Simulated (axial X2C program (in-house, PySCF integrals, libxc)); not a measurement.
**Working with the constants of LiMg⁺**

A bond curve at the CCSD(T) level, two-component, was computed with an in-house all-electron X2C program for linear molecules (integrals from PySCF) (basis Mg dyall-cv3z [9s8p6d3f], Li dyall-cv3z [7s8p2d] (cores contracted in-house)) for the state Ω = 0 (closed shell). Its fit gives Re = 2.9359 Å, ωe = 261.5 cm⁻¹, ωexe = 2.29 cm⁻¹ and αe = 4.688e-03 cm⁻¹; the masses are 23.9850 and 7.0160 u. Two-component means X2C with spin–orbit coupling and atomic mean-field Coulomb and Gaunt terms.

Correlated methods: 2 electrons correlated (number of frozen shells: Mg 2 s, 1 p; Li 1 s), 218 virtual spin orbitals or spinors in MP2, 50 natural virtuals in coupled cluster.

(1) Find the reduced mass, Be and the force constant.

(2) A Morse curve ties αe to the other constants (Pekeris). How well does that hold?

(3) Estimate De from a Morse curve and compare with the computed well depth of 0.806 eV to Mg + Li+.

(4) Estimate the centrifugal constant by the Kratzer relation.

(5) Give B0, the J = 1←0 line in GHz and the most populated J at 300 K (kT = 208.5 cm⁻¹).

The state is a single determinant with fixed occupations, the lowest that a limited PBE0 search found. De is counted from the lowest determinant-based energies of the atoms at the same level, without counterpoise correction. Coupled cluster ran in a truncated set of natural virtual spinors; the MP2 energy of the rest was added. (T) has no such correction and the atoms are truncated less, which lowers De at CCSD(T) by a hundredth of an eV or more.

Answers

(1) From the CCSD(T) values: μ = 5.4282 u. Be = 16.8576/(μ Re²) = 0.3603 cm⁻¹. k = 5.8918×10⁻⁷ μ ωe² = 0.219 mdyn/Å.

(2) αe(Morse) = 6Be²/ωe × (√(ωexe/Be) − 1) = 4.531e-03 cm⁻¹; the CCSD(T) curve gives 4.688e-03 cm⁻¹, a ratio of 0.97.

(3) De(Morse) = ωe²/(4ωexe) = 0.926 eV against 0.806 eV computed, a ratio of 1.15. For De the Morse form works well here.

(4) D = 4Be³/ωe² = 2.74e-06 cm⁻¹.

(5) B0 = Be − αe/2 = 0.358 cm⁻¹; 2B0 = 21.46 GHz; J(max) ≈ √(kT/2B0) − 1/2 = 16.6, so J = 17.
